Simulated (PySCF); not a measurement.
C2: a composite coupled-cluster calculation

State: triplet, unpaired electrons σ ↑, π ↑. De refers to C + C. ROHF-based CCSD(T) in PySCF 2.14 with C cc-pVTZ and C cc-pVQZ (frozen core orbitals: 2; no relativity). Correlation energies are extrapolated as n⁻³ (n = 3, 4), Hartree–Fock as (n+1)·exp(−9√n). CV is the change on freezing 0 orbitals instead, in C cc-pwCVTZ. SR is the spin-free X2C energy in C cc-pVTZ-DK less the non-relativistic one in C cc-pVTZ.

| Level | Re (Å) | ωe (cm⁻¹) | ωexe (cm⁻¹) | αe (cm⁻¹) | De (eV) |
| --- | --- | --- | --- | --- | --- |
| CCSD(T)/TZ | 1.3200 | 1631.6 | 11.3 | 0.0162 | 5.956 |
| CCSD(T)/QZ | 1.3152 | 1640.6 | 11.3 | 0.0162 | 6.104 |
| HF/CBS | 1.2840 | 1805.8 | 10.3 | 0.0148 | 3.191 |
| MP2/CBS | 1.3147 | 1645.8 | 11.1 | 0.0159 | 6.635 |
| CCSD/CBS | 1.3041 | 1694.9 | 10.9 | 0.0157 | 5.795 |
| CCSD(T)/CBS | 1.3128 | 1647.8 | 11.3 | 0.0162 | 6.197 |
| CCSD(T)/CBS+CV | 1.3098 | 1656.2 | 11.3 | 0.0162 | 6.232 |
| CCSD(T)/CBS+CV+SR | 1.3097 | 1655.7 | 11.3 | 0.0162 | 6.228 |

**Question.** How much is left between CCSD(T)/QZ and the basis-set limit, and how much do the triples give at the limit?

**Answer.** CCSD(T)/CBS less CCSD(T)/QZ: -2.4 mÅ in Re, +7.2 cm⁻¹ in ωe and +0.093 eV in De. CCSD(T)/CBS less CCSD/CBS: +8.7 mÅ in Re, -47.1 cm⁻¹ in ωe and +0.402 eV in De.

**Question.** What do the later terms add?

**Answer.** CV: -3.0 mÅ in Re, +8.4 cm⁻¹ in ωe and +0.035 eV in De; SR: -0.1 mÅ in Re, -0.5 cm⁻¹ in ωe and -0.004 eV in De, each against the row above.

The T1 diagnostic is 0.023. The state was picked by a PBE0 search and need not be the measured ground state. Spin–orbit coupling, excitations beyond (T) and corrections to the Born–Oppenheimer picture are left out.

The whole job (state search and all basis sets along the bond) took about 12 min on 4 threads of Arm Neoverse V1 (shared host), peak memory 7.9 GiB.
